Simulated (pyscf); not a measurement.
`[OH2]` + `[OH][Ga][OH]` [doublet] -> `[OH][Ga]([OH])[OH]` + `[H]` [doublet] (substitution at O; doublet surface; H–O broken, Ga–O formed). Optimised with ωB97X-D3(BJ)/def2-SVP in PySCF. Energies in kcal/mol from the separated reactants.

```json
[
 {"level": "PBE/def2-TZVP", "barrier": "20.5", "reaction energy": "+18.4"},
 {"level": "r²SCAN/def2-TZVP", "barrier": "21.3", "reaction energy": "+16.8"},
 {"level": "B3LYP-D3(BJ)/def2-TZVP", "barrier": "24.3", "reaction energy": "+19.3"},
 {"level": "M06-2X/def2-TZVP", "barrier": "(withheld)", "reaction energy": "+14.1"},
 {"level": "ωB97M-D3(BJ)/def2-TZVP", "barrier": "29.2", "reaction energy": "+17.0"},
 {"level": "HF/def2-TZVP", "barrier": "(withheld)", "reaction energy": "(withheld)"}
]
```

Task: Complete the blanks.

Result: 
- M06-2X/def2-TZVP, barrier: 26.3
- HF/def2-TZVP, barrier: 40.7
- HF/def2-TZVP, reaction energy: +10.8

The functionals in the table span 8.7 kcal/mol in this barrier, from PBE to ωB97M-D3(BJ)/def2-TZVP. On the reactant side the descent ends in an adduct with a Ga–O contact, 16.0 kcal/mol under the separated species and 44.1 kcal/mol under the saddle at ωB97X-D3(BJ)/def2-TZVP. What is counted as formed (Ga–O) is already present as a longer contact in the reactant adduct; forming that adduct is a step of its own. This is the saddle that the search found; another between the same sides may lie lower. The angle at the attacked O is 128°. Elements up to Kr have no core potential and no relativistic terms here.
